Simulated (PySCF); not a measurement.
Computed with PBE-D3(BJ)/def2-TZVP // r2SCAN-D4/def2-SVP in PySCF. Gas-phase values, no solvent. 

Reference species (SMILES): `[NH2]` (neutral, multiplicity 2).

The dipole moment comes out as 1.92 D.

Changed species: `C[N]C` (free radical N(CH3)2; the reference has free radical NH2).

Problem. Give the shifts of the dipole moment.

Solution. the dipole moment falls by 0.21 D, to 1.71 D.
